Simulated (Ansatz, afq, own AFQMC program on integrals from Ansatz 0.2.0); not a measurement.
**C2H2, singlet: AFQMC among the cluster methods**

```xyz
4

C    -0.3363    0.0000    0.5204
C     0.2549    0.0000   -0.5204
H     0.1896    0.0000    1.4461
H     0.7808    0.0000   -1.4461
```

Connectivity, by distances: CH–CH.

Basis cc-pVDZ. Noble-gas cores (and the filled d shells of Ga–Kr and In–Xe) are frozen. Integrals, coupled cluster, full CI and functionals: Ansatz 0.2.0; the random walks run on the same integrals in our own AFQMC program. The CISD trial takes its coefficients from CCSD amplitudes. Released means that phaseless walkers are propagated on without the constraint, phases kept. Uncertainties: one standard error, sampling alone.

Determinant: UHF, the one that the program's search chose, which needn't be the lowest solution. The geometry is a point of a scan.

No full CI on the walks' own integrals is used here; CCSDT(Q) serves as the reference and is uncertain by about the last step of the cluster series.

Cautions: higher spins were not checked; an unrestricted solution with more broken spin lies lower (25 meV, ⟨S²⟩ 0.21), while this determinant keeps restricted orbitals; raised T1 diagnostic (T1 0.020, weight of the determinant 0.87, largest double 0.12).

```
T1 diagnostic                               : 0.0205
weight of the determinant in the CISD state : 0.874
⟨S²⟩ of the determinant                     : 0.000
size of the correlated space                : 10 electrons in 36 orbitals
```

| level | correlation energy (eV) |
| --- | --- |
| MP2 | -7.0398 |
| CCSD | -7.5405 |
| CCSD(T) | -7.8712 |

**Question.** Estimate where phaseless AFQMC with a CISD trial lies against CCSD(T) on the same integrals.

**Answer.** 44.3 ± 26.8 meV below CCSD(T). The gap is under twice the noise, so this walk alone can't tell the two apart.

Reference: CCSDT(Q), correlation energy -7.915 eV. The released energy is read at 2.40 1/Eh (meV from the phaseless value at times in 1/Eh: 0 ± 33 at 0.24, 14 ± 18 at 0.51, -1 ± 22 at 0.99, 37 ± 19 at 1.62, 4 ± 20 at 2.40).

| level | E − E(reference) (meV) | share of correlation (%) |
| --- | --- | --- |
| CCSD(T) | 43.4 | 99.45 |
| CCSDT | 31.9 | 99.60 |
| ph-AFQMC/HF | -2.2 ± 69.3 | 100.03 |
| ph-AFQMC/CISD | -0.9 ± 26.8 | 100.01 |
| released AFQMC | 3.1 ± 19.6 | 99.96 |

A walk keeps the symmetry of its determinant, which the program's search chose and which needn't be the lowest solution, so a lower state of the same spin and another symmetry isn't excluded. Released energies are given only where the last usable release times agree within the noise; a slower fall can still hide under it.
